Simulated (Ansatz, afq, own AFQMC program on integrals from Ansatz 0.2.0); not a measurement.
Breaking Ge2–Cl3 in GeH₂SCl₂, singlet

```xyz
6

S     0.0971    1.3374   -1.1944
Ge    0.2154   -0.2723    0.3068
Cl    2.1506   -1.1557    0.0434
Cl   -1.2885   -1.7670   -0.0639
H    -1.1939    1.6155   -0.9002
H     0.0612    0.1783    1.7619
```

Products: GeH2SCl (doublet; SH–GeH–Cl) and Cl (doublet), each relaxed with PBE0/def2-SVP like the molecule; electronic energies without zero-point terms. Determinants: RHF, UHF and UHF in that order.

Basis def2-TZVP. Noble-gas cores (and the filled d shells of Ga–Kr and In–Xe) are frozen. AFQMC by an in-house program on the Cholesky factors that Ansatz 0.2.0 writes for its CCSD(T) run. ph-AFQMC/CISD is guided by a CISD state made of CCSD amplitudes; releasing the constraint for a short imaginary time cuts its bias at the price of noise, slowly where states lie close. Uncertainties: one standard error, sampling alone. No spin–orbit coupling. The errors of all members are added in quadrature.

No full CI on the walks' own integrals is used here. The released AFQMC energy serves as the reference, which it does only where one determinant dominates, the energy is flat over the last release times and near the phaseless one (40 meV or 2 meV an electron, half that with transition metals). On small molecules, where full CI could be run and the noise was under 10 meV, such values lay within 10 meV of it in 19 cases of 20, a flattering rate, since the rule was set on those same cases; what remains of the bias isn't in the error bar. Each member takes its own surest rung, up to full CI.

The best estimate is CCSD(T) at the basis-set limit (CBS: def2-TZVPP and def2-QZVPP, with their diffuse functions for anions and beside diffuse sets, CCSD(T) itself extrapolated) plus the step from CCSD(T) to AFQMC with the constraint released in def2-TZVP. Rows without CBS are in def2-TZVP; B2PLYP and the wave-function rows carry a basis error of their own. Core correlation and relativity beyond core potentials are missing, and ± holds the sampling alone.

Cautions: inner d shell frozen; no relativity below Rb; no spin-orbit coupling; GeH₂SCl₂ (singlet): the released value is read at 0.90 1/Eh with a noise of 23 meV, more than in the cases checked (meV from the phaseless value at times in 1/Eh: -12 ± 13 at 0.21, -19 ± 15 at 0.42, -26 ± 19 at 0.63, -33 ± 23 at 0.90); GeH₂SCl (doublet): the released value is read at 1.50 1/Eh with a noise of 14 meV, more than in the cases checked (meV from the phaseless value at times in 1/Eh: -16 ± 9 at 0.24, -36 ± 7 at 0.51, -30 ± 9 at 0.99, -26 ± 14 at 1.50).

Best estimate: 97.6 ± 0.6 kcal/mol.

| level | bond energy (kcal/mol) | error against the best estimate (kcal/mol) |
| --- | --- | --- |
| HF | 70.2 | -27.4 ± 0.6 |
| MP2 | 99.3 | 1.7 ± 0.6 |
| CCSD | 91.5 | -6.1 ± 0.6 |
| CCSD(T) | 93.7 | -3.9 ± 0.6 |
| ph-AFQMC/CISD | 93.8 ± 0.3 | -3.8 ± 0.7 |
| released AFQMC | 93.9 ± 0.6 | -3.7 |
| HF/CBS | 70.1 | -27.5 ± 0.6 |
| MP2/CBS | 103.0 | 5.4 ± 0.6 |
| CCSD(T)/CBS | 97.5 | -0.1 ± 0.6 |
| PBE | 91.7 | -5.9 ± 0.6 |
| r2SCAN | 92.8 | -4.8 ± 0.6 |
| PBE0 | 92.5 | -5.1 ± 0.6 |
| B3LYP | 87.1 | -10.6 ± 0.6 |
| wB97M-V | 95.5 | -2.2 ± 0.6 |
| B2PLYP | 91.4 | -6.2 ± 0.6 |

Correlation beyond CCSD(T) changes it by less than twice the noise. Going to the basis-set limit adds 3.8 kcal/mol at CCSD(T). The perturbative (T) step is worth +2.2 kcal/mol.

Best estimates are given only where the step beyond CCSD(T) is under 0.3 eV and no member's determinant is very poor (T1 over 0.05, or 0.07 for open shells, ⟨S²⟩ too high by 0.3, two states mixed), so the hardest cases are missing from such tables.

The functionals ran in a triple-zeta set and keep a basis error of their own, a few kJ/mol for each bond in atomization energies and more for double hybrids, so close places among them and the extrapolated levels can swap.

Each member of a difference takes its own highest rung, so a best estimate needn't equal the limit plus the step of one row. Released energies are given only where the last usable release times agree within the noise; a slower fall can still hide under it.
